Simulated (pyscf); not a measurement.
One four-centre exchange on the singlet surface with elements of a group swapped. ωB97M-D3(BJ)/def2-TZVP, eV, from the separated reactants. Optimised with ωB97X-D3(BJ)/def2-SVP in PySCF.

```
step                                                 barrier  reaction energy  imaginary mode (i cm⁻¹)
---------------------------------------------------  -------  ---------------  -----------------------
HCl + Cl–GeH: [singlet] → Cl–Ge:–Cl [singlet] + H₂      0.09            -1.24                     1061
HF + F–SiH: [singlet] -> F–Si:–F [singlet] + H₂        -0.04            -2.08                     1059
HCl + Cl–SnH: [singlet] -> Cl–Sn:–Cl [singlet] + H₂    -0.04            -1.38                     1000
HCl + :HSi–Cl [singlet] -> Cl–Si:–Cl [singlet] + H₂        …                …                      962
```

**Question.** What belongs in the gaps?

**Answer.** 
- HCl + :HSi–Cl [singlet] -> Cl–Si:–Cl [singlet] + H₂, barrier: 0.05
- HCl + :HSi–Cl [singlet] -> Cl–Si:–Cl [singlet] + H₂, reaction energy: -1.35

Row 1: On the reactant side the descent ends in a bound adduct, 0.35 eV under the separated species and 0.35 eV under the saddle at ωB97X-D3(BJ)/def2-TZVP. Row 2: On the reactant side the descent ends in a complex, 0.29 eV under the separated species and 0.26 eV under the saddle at ωB97X-D3(BJ)/def2-TZVP. Row 3: On the reactant side the descent ends in a bound adduct, 0.42 eV under the separated species and 0.25 eV under the saddle at ωB97X-D3(BJ)/def2-TZVP. Row 4: On the reactant side the descent ends in a complex, 0.31 eV under the separated species and 0.29 eV under the saddle at ωB97X-D3(BJ)/def2-TZVP. Each row is the saddle that its search found. Elements up to Kr have no core potential and no relativistic terms here. Elements past Kr carry the def2 core potentials, without spin-orbit coupling.
